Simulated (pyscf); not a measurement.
# Four-centre exchange: Cl–ZrH(Cl)–Cl + water (H₂O) → Cl–ZrH(Cl)–Cl + water (H₂O)

Gas phase, singlet surface, charge 0. Bonds broken: Zr2–H7, H5–O6. Bonds formed: Zr2–H5, O6–H7. Optimised with ωB97X-D3(BJ)/def2-SVP in PySCF.

Transition state (Å):

```xyz
8

Cl     1.2499     1.0636    -1.5758
Zr    -0.1135     0.1605     0.1085
Cl     0.7101     1.4180     1.8857
Cl    -2.1814     0.7164    -0.8029
H     -1.2569    -1.1310     1.6974
O     -0.2294    -1.7407     0.7000
H      0.7691    -1.8777    -0.2696
H      0.0266    -2.4617     1.2974
```

One imaginary mode, 1466i cm⁻¹; descent along it reached the two sides named, in the forms told below.

| bond | change | reactant side (Å) | saddle | product side |
|---|---|---|---|---|
| Zr2–H7 | breaks | 1.836 | 2.253 | 2.9 |
| H5–O6 | breaks | 0.970 | 1.556 | 2.529 |
| Zr2–H5 | forms | 2.9 | 2.345 | 1.839 |
| O6–H7 | forms | 2.496 | 1.398 | 0.968 |

Electronic energies relative to the separated reactants (kcal/mol):

```csv
level,barrier,reaction energy,reverse barrier
ωB97X-D3(BJ)/def2-TZVP,83.2,0.0,83.2
PBE/def2-TZVP,63.2,0.0,63.2
r²SCAN/def2-TZVP,67.9,0.0,67.9
B3LYP-D3(BJ)/def2-TZVP,72.4,0.0,72.4
PBE0-D3(BJ)/def2-TZVP,73.8,0.0,73.8
M06-2X/def2-TZVP,80.0,0.0,80.0
ωB97M-D3(BJ)/def2-TZVP,81.4,0.0,81.4
HF/def2-TZVP,115.8,0.0,115.8
```

With ωB97M-D3(BJ)/def2-TZVP energies and thermal terms (ideal gas, 1 atm, RRHO with modes under 100 cm⁻¹ raised to 100, one conformer, R ln 2 for chiral ones without a mode under 150 cm⁻¹), in kcal/mol:

```
T (K)   ΔH‡    ΔG‡   ΔH   ΔG
-----  ----  -----  ---  ---
298    77.3   87.2  0.0  0.0
600    78.0   97.1  0.0  0.0
900    79.1  106.3  0.0  0.0
1200   80.2  115.3  0.0  0.0
```

On the reactant side the descent ends in an adduct with a O–Zr contact (not fully relaxed), 20.6 kcal/mol under the separated species and 103.8 kcal/mol under the saddle at ωB97X-D3(BJ)/def2-TZVP. On the product side the descent ends in an adduct with a O–Zr contact (not fully relaxed), 20.3 kcal/mol under the separated species and 103.5 kcal/mol under the saddle at ωB97X-D3(BJ)/def2-TZVP. From the product side, [Cl–Zr(Cl)–Cl]• + H• + H₂O lies, by one bond made or cut, 10.0 kcal/mol under this saddle at ωB97M-D3(BJ)/def2-TZVP. The same reactants have a lower exit, to [Cl–Zr(Cl)–Cl]• + H• + H₂O (no saddle counted: cutting one bond costs +71.3 kcal/mol at ωB97M-D3(BJ)/def2-TZVP, against +81.4 kcal/mol here). This is the saddle that the search found; another between the same sides may lie lower. One closed-shell reference is unstable to symmetry breaking; treat the single-reference values with care. Elements past Kr carry the def2 core potentials, without spin-orbit coupling.
